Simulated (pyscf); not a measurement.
Optimised with ωB97X-D3(BJ)/def2-SVP in PySCF.

PBE/def2-TZVP puts the barrier of `[NH2][GaH][OH]` + `[H][H]` -> `[NH2][GaH2]` + `[OH2]` (four-centre exchange; singlet surface; Ga–O, H–H broken, Ga–H, H–O formed) at 21.3 kcal/mol and the reaction energy at +9.6 kcal/mol, from the separated reactants. What do PBE0-D3(BJ)/def2-TZVP, M06-2X/def2-TZVP, ωB97M-D3(BJ)/def2-TZVP give on the same structures?

PBE0-D3(BJ): ΔE‡ = 22.2 kcal/mol, ΔE = +9.0 kcal/mol; M06-2X: ΔE‡ = 26.3 kcal/mol, ΔE = +14.3 kcal/mol; ωB97M-D3(BJ): ΔE‡ = 25.4 kcal/mol, ΔE = +9.3 kcal/mol. PBE's barrier lies under all of them, by 0.9 to 5.0 kcal/mol. Its reaction energy lies among theirs. On the product side the descent ends in an adduct with a Ga–O contact, 10.3 kcal/mol under the separated species and 25.0 kcal/mol under the saddle at ωB97X-D3(BJ)/def2-TZVP. What is counted as broken (Ga–O) persists as a longer contact in the product adduct; parting that adduct is a step of its own. At the saddle there is also a short Ga–H contact that neither side keeps. One saddle was located; it need not be the lowest between these sides. Elements up to Kr have no core potential and no relativistic terms here.
